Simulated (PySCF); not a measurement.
**Dipole moment and polarisability of butanal**

Butanal, C4H8O.
Geometry (PBE0-D3(BJ)/def2-SVP, Å), atoms numbered from 1 in this order:
```
atom  x, y, z in Å
C1    -1.712   -0.105    0.639
C2    -0.256   -0.504    0.468
C3     0.535    0.479   -0.375
C4     1.984    0.127   -0.546
O5     2.518   -0.832   -0.057
H6    -2.259   -0.838    1.251
H7    -1.806    0.875    1.134
H8    -2.228   -0.033   -0.332
H9    -0.184   -1.503    0.009
H10    0.234   -0.603    1.450
H11    0.501    1.502    0.049
H12    0.103    0.592   -1.388
H13    2.571    0.844   -1.181
```

Level: wB97X-D/def2-SVPD (PySCF), static field, nuclei fixed, core orbitals frozen in the response. The polarisability tensor in these axes (au):

```
x   60.19 -1.98 -3.23
y   -1.98 51.74 -4.54
z   -3.23 -4.54 47.81
```

Q: What are the eigenvalues, a third of the trace, and Δα (Δα² = ½Σ(αi − αj)² over the three pairs)?

A: Principal values 43.95, 54.72 and 61.07 au; mean 53.25 au = 7.89 Å³ = 8.78 × 10⁻⁴⁰ C²·m²/J; Δα = 14.99 au (28 % of the mean).

Q: What is the dipole moment, and where does it point?

A: (-1.81, 1.96, -0.79) D, 2.78 D in size, pointing from the negative to the positive side. Measured along this direction, the outermost atoms are O5 at the negative end and H8 and H7 at the positive end.

Q: Molar refractivity from α?

A: Lorentz–Lorenz: R = (4π/3)N_A α = 2.5225 cm³/(mol·Å³) × 7.89 Å³ = 19.9 cm³/mol, in the limit of long wavelengths.

Q: Orientational against electronic polarisability at 273 K (dilute gas, rigid molecules)?

A: In Gaussian units μ²/3kT = 68.49 Å³ against 7.89 Å³, a ratio of 8.68; the Debye molar polarisation (4π/3)N_A(α + μ²/3kT) is 192.7 cm³/mol, leaving out the vibrational part.

Q: Refractivity n − 1 of an ideal gas of it at 400 K and 1 atm, from the electronic α?

A: N = p/kT = 1.8347 × 10¹⁹ cm⁻³, so n − 1 = 2π × N × 7.89 × 10⁻²⁴ cm³ = 910 × 10⁻⁶ at long wavelengths.

Q: In TDDFT the mean static polarisability is Σ f/ω² over all singlet excitations (ω in hartree). How much of it do the 10 lowest give? Their energies (eV) and oscillator strengths: 4.40, 0.0002; 7.49, 0.0223; 8.26, 0.0592; 8.30, 0.0044; 8.33, 0.1047; 8.67, 0.0018; 8.86, 0.0084; 8.89, 0.0011; 9.27, 0.0086; 9.31, 0.1390.

A: They add up to 3.48 au, 6.5 % of the 53.25 au; the largest single term is 1.19 au, from the state at 9.31 eV. Terms in order: 0.01, 0.29, 0.64, 0.05, 1.12, 0.02, 0.08, 0.01, 0.07, 1.19 au. Higher excitations give the rest. The strengths listed sum to 0.350.

Q: Rayleigh depolarisation ratio (linearly polarised light, static tensor)?

A: ρ = 3Δα²/(45ᾱ² + 4Δα²) = 674.4/(127584 + 899.2) = 0.00525.

One conformer (not necessarily the lowest) at the PBE0-D3(BJ)/def2-SVP geometry, without solvent, vibrations or thermal averaging.
